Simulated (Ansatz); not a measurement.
# ClFH2Si (built from SMILES F.[SiH]Cl): a reaction path by the nudged elastic band

What path joins these two structures, and how high does it climb? Both ends were relaxed at PBE0-D4 in triple zeta. A second band with other settings follows.

Computed with Ansatz 0.2.0, Gaussian basis. Level: PBE0-D4/def2-SVP.

16 further runs of the same task are left out: 16 set aside as unsound or not needed.

### 1 The starting structure

The first end: 5 atoms, charge 0, spin multiplicity 1.

Atoms are counted from 1 here; the program's logs count them from 0.

Bond lengths: Si1–Cl2 2.150 Å, Si1–H5 1.523 Å, H3–F4 0.940 Å. Angles: Cl2–Si1–H5 93.5°.

Geometry (Å):

```xyz
5
ClFH2Si
Si   -0.4638   -0.6024    0.9368
Cl    1.0678   -1.2619   -0.4203
H    -0.1240    0.4926   -1.2366
F    -0.8630    0.8331   -0.7659
H     0.3830    0.5385    1.4859
```

The second end:

```
Si   -0.09518    0.06663    0.03274
Cl    1.17354   -1.51602   -0.13866
H    -1.39882   -0.30217   -0.55084
F     0.49445    1.28871   -0.79484
H    -0.17400    0.46285    1.45149
```

### 2 The band at PBE0-D4/def2-SVP

File neb/in.yaml:

```yaml
crystal:
  periodic: [false, false, false]
  atoms:
    - {symbol: Si, position_ang: [-0.463821, -0.602366, 0.936786]}
    - {symbol: Cl, position_ang: [1.067826, -1.261920, -0.420336]}
    - {symbol: H, position_ang: [-0.124033, 0.492624, -1.236565]}
    - {symbol: F, position_ang: [-0.862980, 0.833141, -0.765930]}
    - {symbol: H, position_ang: [0.383008, 0.538522, 1.485945]}
basis:
  gaussian: {orbitals: def2-SVP}
hamiltonian: {xc: pbe0, dispersion: d4}
neb:
  images: 5
  climbing: true
  max_iterations: 40
  initial_path: idpp
  final_atoms:
    - {symbol: Si, position_ang: [-0.095177, 0.066634, 0.032744]}
    - {symbol: Cl, position_ang: [1.173538, -1.516024, -0.138655]}
    - {symbol: H, position_ang: [-1.398818, -0.302171, -0.550840]}
    - {symbol: F, position_ang: [0.494454, 1.288706, -0.794842]}
    - {symbol: H, position_ang: [-0.173996, 0.462854, 1.451493]}
```

Started as:

```sh
$ ansatz run in.yaml --threads 2 --pin off --events-out ev --progress --plain --max-ram 4352MiB
```

### 3 The band at CAM-B3LYP-D4/def2-SVP, other settings

neb/in.yaml: that of step 2 with these lines changed.

```diff
@@ -10,8 +10,9 @@
   gaussian: {orbitals: def2-SVP}
-hamiltonian: {xc: pbe0, dispersion: d4}
+hamiltonian: {xc: {name: CAM-B3LYP}, dispersion: d4}
 neb:
-  images: 5
+  images: 7
   climbing: true
-  max_iterations: 40
+  max_iterations: 60
   initial_path: idpp
+  spring: 2.5
   final_atoms:
```

**Question.** What will these runs give? Wanted: from earlier runs: barrier over the separately found saddle, CCSD(T)/def2-TZVPP.

**Answer**, as computed:

```
                                                                       quantity                                                  value
                                                PBE0-D4/def2-SVP, 13 iterations  highest 62.6 kJ/mol (image 3), last end -278.1 kJ/mol
                                           CAM-B3LYP-D4/def2-SVP, 12 iterations  highest 69.0 kJ/mol (image 5), last end -287.3 kJ/mol
from earlier runs: barrier over the separately found saddle, CCSD(T)/def2-TZVPP                                            74.6 kJ/mol
```

In words: The highest image lies 62.6 kJ/mol above the first end, and it climbed, so it estimates the saddle. The ends are not quite minima at this level (largest force component 0.88 eV/Å), so the heights are unreliable: relaxing the first end would lower it and raise the barrier above it. The highest image is 12.0 kJ/mol below the CCSD(T) barrier in triple zeta, which comes from separate runs on the saddle. The second band's highest image lies at 69.0 kJ/mol; the levels differ.
